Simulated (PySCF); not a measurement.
Species: NP.
SMILES: `N#P`

Level of theory: B3LYP/def2-TZVP geometry optimisation, gas phase in PySCF.

Masses are those of the commonest isotopes; rigid-rotor values at the optimised geometry. 

(1) What are the moment of inertia and the rotational constant?

(2) List the first levels of a rigid rotor in a Σ state.

(3) Where do the first rotational lines fall?

Answers

(1) I = 21.202 u·Å², B = 505379 MHz·u·Å²/I = 23836 MHz (0.7951 cm⁻¹, or 1.144 K as hB/k). For two atoms I = μr² with μ = 9.6434 u and r = 1.4828 Å.

(2) E(J) = BJ(J+1): J = 1: 1.590, J = 2: 4.771, J = 3: 9.541, J = 4: 15.902, J = 5: 23.853, J = 6: 33.394 cm⁻¹.

(3) The dipole is 2.88 D; J+1 ← J lies at 2B(J+1): 1 ← 0 at 47.67 GHz, 2 ← 1 at 95.35 GHz, 3 ← 2 at 143.02 GHz, 4 ← 3 at 190.69 GHz, 5 ← 4 at 238.36 GHz, 6 ← 5 at 286.04 GHz.

Whether it is a minimum is left open (no frequencies). These are rigid-rotor constants of the computed structure; measured ground-state constants (B0) also hold zero-point vibration.

Time: 2.0 s of wall time; peak memory 0.28 GiB. Hardware: one thread, Arm Neoverse V1 (aarch64), shared host with 32 logical CPUs at a one-minute load of 12. This is the geometry optimisation.
